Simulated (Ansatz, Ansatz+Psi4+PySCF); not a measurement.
```yaml
atoms:
  - { symbol: B, position_ang: [-0.0001, 0.0004, -0.0009] }
  - { symbol: H, position_ang: [1.2056, -0.0002, -0.0003] }
  - { symbol: H, position_ang: [-0.6036, 1.0455, 0.0007] }
  - { symbol: H, position_ang: [-0.6027, -1.0456, -0.0004] }
```

Basis set: cc-pVTZ (spherical functions). Correlated methods keep 1 orbital frozen. Charge 0, multiplicity 1.

Computed with Ansatz (development build ahead of 0.2.0); each method stands on the lowest determinant of its kind that the runs found. Restricted open shells among the atoms or ions are ROHF, correlated in semicanonical orbitals with singles.

The atomization energy at this shape (free ground-state atoms in the same class of orbitals less the molecule, no zero-point energy) of singlet BH₃:

```csv
method,atomization energy
RHF-MP2,1148.1 kJ/mol
```

**Question.** What does RHF give?

**Answer.** 976.9 kJ/mol.
